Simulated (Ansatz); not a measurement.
Correlation energies of `C1COC1` by basis set

Cartesian coordinates in Å:
```
C -0.5853 -0.2055 0.4982
C 0.6847 -0.8354 -0.0812
O 0.9525 0.3243 -0.8811
C -0.1880 1.0092 -0.3457
H -1.5150 -0.6881 0.1998
H -0.5885 -0.0524 1.5763
H 1.4872 -1.0242 0.6399
H 0.5413 -1.7294 -0.6961
H 0.1037 1.9002 0.2206
H -0.8926 1.3013 -1.1307
```

Charge 0, multiplicity 1. Geometry: relaxed with PBE0-D4/def2-TZVP. Frozen core, restricted reference, the Gaussian-basis code of Ansatz. CBS rows extrapolate triple and quadruple zeta; past MP2 they add the triple-zeta difference.

| basis | HF (Eh) | MP2 corr. | CCSD corr. | (T) | CCSD(T) total |
| --- | --- | --- | --- | --- | --- |
| def2-SVP | -191.76489 | ? | ? | -0.01832 | ? |
| def2-TZVPP | -191.98705 | -0.74259 | ? | -0.03072 | ? |
| def2-QZVPP | -191.99601 | ? | – | – | – |
| CBS(def2) | -191.99724 | -0.83086 | -0.86268 | as TZ | -192.89064 |

Fill in the withheld values. (Best estimate.)

Ansatz gave: def2-SVP MP2 corr.: -0.59706; def2-SVP CCSD corr.: -0.63963; def2-SVP CCSD(T) total: -192.42284; def2-TZVPP CCSD corr.: -0.77441; def2-TZVPP CCSD(T) total: -192.79218; def2-QZVPP MP2 corr.: -0.79330.
